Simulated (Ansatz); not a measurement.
Reactions of C6H6, SMILES `C1=CC2C=CC12`.

Computed with Ansatz on PBE0-D4/def2-TZVP structures; ΔE is electronic, products minus reactants. CBS: MP2 limit from def2 TZ/QZ plus the TZ coupled-cluster correction, frozen cores. This one scheme is used for every species, atoms too. DFT in def2-TZVPP. No spin–orbit coupling; open shells (•) take unrestricted orbitals. Spin–orbit coupling would lower the free atoms: a little for C.

| reaction | CCSD(T)/CBS(def2) (kJ/mol) |
| --- | --- |
| `C1=CC2C=CC12` → `CC#CC#CC` | ? |
| `C1=CC2C=CC12` → `C#CC1C=C1C` | 80 |
| `C1=CC2C=CC12` → `C1=CC2C3C1C23` | -16 |
| `C1=CC2C=CC12` → 6 C• + 6 H• | 5380 |
| `C1=CC2C=CC12` → `C12C3C1C1C2C31` | 157 |

**Question.** Fill in the missing values. (Best estimate.)

**Answer.** The calculation gave: `C1=CC2C=CC12` → `CC#CC#CC`: -29.3 kJ/mol.

Largest T1 diagnostic: 0.012, for `CC#CC#CC`.
